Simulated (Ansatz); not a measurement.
# Nb, pressure series

Consider Nb in the bcc (W type) structure (space group Im-3m, No. 229).

```
Nb
1.0
   -1.63610     1.63610     1.63610
    1.63610    -1.63610     1.63610
    1.63610     1.63610    -1.63610
Nb
1
Cartesian
  0.00000   0.00000   0.00000
```

Cell and atoms are relaxed at each pressure.

Method: PBEsol (Ansatz, a first-principles code, PAW, scalar-relativistic without spin-orbit coupling), earlier PAW set.

```json
[
 {"pressure (GPa)": "-2", "volume per atom (Å³/atom)": "17.716"},
 {"pressure (GPa)": "-1", "volume per atom (Å³/atom)": "17.617"},
 {"pressure (GPa)": "0", "volume per atom (Å³/atom)": "17.518"},
 {"pressure (GPa)": "0.3", "volume per atom (Å³/atom)": "17.490"},
 {"pressure (GPa)": "0.7", "volume per atom (Å³/atom)": "17.452"},
 {"pressure (GPa)": "1.5", "volume per atom (Å³/atom)": "?"},
 {"pressure (GPa)": "3", "volume per atom (Å³/atom)": "17.243"},
 {"pressure (GPa)": "7.5", "volume per atom (Å³/atom)": "16.865"},
 {"pressure (GPa)": "10", "volume per atom (Å³/atom)": "16.671"}
]
```

Fit the third-order Birch–Murnaghan form P(V) = (3B₀/2)[(V₀/V)^(7/3) − (V₀/V)^(5/3)]·[1 + (3/4)(B₀′ − 4)((V₀/V)^(2/3) − 1)] (squares taken in P) to the rows shown and predict the withheld row.

Least squares on the printed values gives V₀ = 17.519 Å³/atom, B₀ = 183 GPa, B₀′ = 3.9; this predicts 17.378 Å³/atom, and the run gives 17.379 Å³/atom, in agreement.

Measured bulk modulus of Nb: 173.2 GPa (static lattice; corrected from measurement; as listed in Daniel Mejia-Rodriguez, S. B. Trickey, Phys. Rev. B (2018)); the computed value is 6 % above it.

Load acts through the strain it causes; cell and atoms are relaxed under it. Stability against distortions was not tested. No other phases were tried under pressure. The base started in P-1 and relaxed to Im-3m at this level. All final runs are without spin polarisation.
